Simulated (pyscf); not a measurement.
Optimised with ωB97X-D3(BJ)/def2-SVP in PySCF.

**Question.** PBE/def2-TZVP puts the barrier of H₃C–In(CH₃)–SH + H₂ → H₃C–InH–CH₃ + H₂S (four-centre exchange; singlet surface; In–S, H–H broken, H–In, H–S formed) at 23.1 kcal/mol and the reaction energy at +21.5 kcal/mol, from the separated reactants. What do B3LYP-D3(BJ)/def2-TZVP, PBE0-D3(BJ)/def2-TZVP, ωB97M-D3(BJ)/def2-TZVP give on the same structures?

**Answer.** B3LYP-D3(BJ): ΔE‡ = 27.1 kcal/mol, ΔE = +21.9 kcal/mol; PBE0-D3(BJ): ΔE‡ = 24.4 kcal/mol, ΔE = +21.8 kcal/mol; ωB97M-D3(BJ): ΔE‡ = 28.7 kcal/mol, ΔE = +19.7 kcal/mol. PBE's barrier lies under all of them, by 1.3 to 5.6 kcal/mol. Its reaction energy lies among theirs. On the product side the descent ends in an adduct with a In–S contact, 11.8 kcal/mol under the separated species and 16.1 kcal/mol under the saddle at ωB97X-D3(BJ)/def2-TZVP. What is counted as broken (In–S) persists as a longer contact in the product adduct; parting that adduct is a step of its own. This is the saddle that the search found; another between the same sides may lie lower. Elements past Kr carry the def2 core potentials, without spin-orbit coupling.
